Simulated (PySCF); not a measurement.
Gas-phase reaction: 2 B(CH3)3 = 2 BH3 + C3H4 (propyne) + C3H8

Computed with PySCF and rigid-rotor harmonic-oscillator thermochemistry at 1 bar. † marks an energy on the PBE0/def2-TZVP geometry and frequencies; other levels use their own. CCSD(T) freezes the core. All species are closed-shell singlets. B3LYP is the form with VWN-RPA correlation. Methyl groups turn as free rotors in B(CH3)3. CCSD(T) isn't extrapolated to the basis-set limit. The harmonic model lacks anharmonicity and excited electronic states, which grow with temperature; levels with a mode under 35 cm⁻¹ are left out. Internal rotation in C3H8 is treated as a harmonic vibration of one conformer, which makes the entropy rough.

```tsv
level	ΔE electronic, kJ	ΔH°(298 K), kJ	ΔS°(298 K), J/K	ΔG°(1600 K), kJ
B3LYP/def2-TZVP†	513	490	257	72
BLYP/def2-TZVP†	489	466	257	48
CCSD(T)/def2-SVP†	523	499	257	81
HF/def2-TZVP†	458	434	257	16
M06-2X/def2-TZVP†	535	511	257	93
PBE/def2-SVP	589	566	257	148
PBE/def2-TZVP†	566	543	257	125
PBE0/def2-SVP†	603	579	257	161
r2SCAN/def2-TZVP†	580	557	257	139
LDA/def2-TZVP†	664	640	257	222
ωB97X-V/def2-TZVP†	556	532	257	114
```
ΔH° is lowest at HF/def2-TZVP† and highest at LDA/def2-TZVP†. No reference value is set beside these.
